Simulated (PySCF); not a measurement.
# Computed data sheet: N-methylsulfinylamine, `CN=S=O`

Compound: N-methylsulfinylamine, CH₃NOS.
Numbering: `[CH3:1][N:2]=[S:3]=[O:4]` (hydrogens: H5, H6, H7 on C1)

From GFN2-xTB geometry:

```yaml
Point_group_of_the_GFN2-xTB_geometry: Cs
Rotational_constants_A_B_C_of_the_GFN2-xTB_geometry: 16.258, 5.002, 3.918 GHz
```

From PBE0/pcSseg-1 ground state and GIAO shieldings, non-relativistic (PySCF):

```yaml
Dipole_moment: 1.48 D
HOMO_energy: -8.24 eV
LUMO_energy: -2.42 eV
HOMO–LUMO_gap: 5.82 eV
Lowest_Hirshfeld_atomic_charge: -0.30 e on O4
Highest_Hirshfeld_atomic_charge: +0.38 e on S3
13C_chemical_shifts_computed_TMS_as_zero_by_class: 39.3 (C1) ppm
1H_chemical_shifts_computed_TMS_as_zero_by_class: 4.19 (H5/H6/H7) ppm
Isotropic_shieldings_of_nuclei_other_than_C_and_H_by_class: -148 (N2), -228 (O4), -170 (S3) ppm
Mayer_bond_orders_between_heavy_atoms: C1–N2 0.94, N2–S3 1.70, S3–O4 1.68
```

Monoisotopic mass from the formula: 76.9935 u.

The rotational constants make it an asymmetric top with κ = (2B − A − C)/(A − C) = -0.82, nearer the prolate limit (−1). The dipole equals about 5.0 × 10⁻³⁰ C·m (1 D = 3.33564 × 10⁻³⁰ C·m). With B = h/(8π²I), that is 505.379 GHz u Å² over I, the principal moments of inertia are 31.1, 101.0 and 129.0 u Å² (most abundant isotopes).

Isolated species at its GFN2-xTB geometry, gas phase. GFN2-xTB frequencies show an imaginary mode (138i cm⁻¹), so this geometry is no minimum at that level.
